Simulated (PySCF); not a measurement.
C2H3N2P.
Bonds: C1–N2 (aromatic), N2–N3 (aromatic), N3–C4 (aromatic), C4–P5 (aromatic), C1–P5 (aromatic). Hydrogens: H6 on C1; H7 on N3; H8 on C4.

All values: CAM-B3LYP/def2-SVPD (PySCF, non-relativistic), on one gas-phase PBE0-D3(BJ)/def2-SVP geometry that isn't relaxed in the solvent. The solvent is an IEF-PCM continuum (Bondi radii, 1.10 Å for H, scaled by 1.2), and excitations are vertical TDDFT with non-equilibrium linear response and a frozen core. Specific hydrogen bonds and non-electrostatic terms are outside this model.

| run | E − E(gas) (kJ/mol) | HOMO (eV) | HOMO–LUMO gap (eV) | dipole (D) | lowest singlet (eV) | static polarisability (au) |
| --- | --- | --- | --- | --- | --- | --- |
| gas | 0.00 | -8.25 | 8.72 | 2.35 | 5.75 | 58.8 |
| P | -20.48 | -8.24 | 8.77 | 3.02 | 5.68 | 76.1 |
| Q | -11.13 | -8.23 | 8.75 | 2.71 | 5.67 | 67.6 |

Q: The runs were made in chloroform and cyclohexane. Which run belongs to which solvent?

A: P = chloroform, Q = cyclohexane. The dielectric constants are 2.017 (cyclohexane), 4.711 (chloroform), and the energy falls further as ε rises. The optical constants n² used for the excitations are 2.04, 2.09 in the same order. In this model the ground state sees the solvent through ε alone.

Q: How constant is the ratio of the lowering to (ε − 1)/(2ε + 1)?

A: 
```csv
solvent,(ε − 1)/(2ε + 1),E − E(gas) (kJ/mol),ratio (kJ/mol),polarisation term (kJ/mol)
cyclohexane,0.202,-11.13,-55.1,-11.98
chloroform,0.356,-20.48,-57.5,-23.44
```

The ratio changes by +4.4 % in size from cyclohexane to chloroform. The polarisation term is half the interaction of the solute with the induced surface charges.
